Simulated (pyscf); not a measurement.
One four-centre exchange on the singlet surface with elements of a group swapped. ωB97M-D3(BJ)/def2-TZVP, kcal/mol, from the separated reactants. Optimised with ωB97X-D3(BJ)/def2-SVP in PySCF.

| step | barrier | reaction energy | imaginary mode (i cm⁻¹) |
|---|---|---|---|
| H₂N–SiH₂–F + NH₃ -> H₂N–SiH(NH₂)–F + H₂ | 34.0 | -12.7 | 1436 |
| H₂N–SiH₂–Cl + NH₃ -> H₂N–SiH(NH₂)–Cl + H₂ | (withheld) | (withheld) | 1465 |

**Question.** Fill in the missing entries.

**Answer.** 
- H₂N–SiH₂–Cl + NH₃ -> H₂N–SiH(NH₂)–Cl + H₂, barrier: 34.2
- H₂N–SiH₂–Cl + NH₃ -> H₂N–SiH(NH₂)–Cl + H₂, reaction energy: -12.0

Each row is the saddle that its search found.
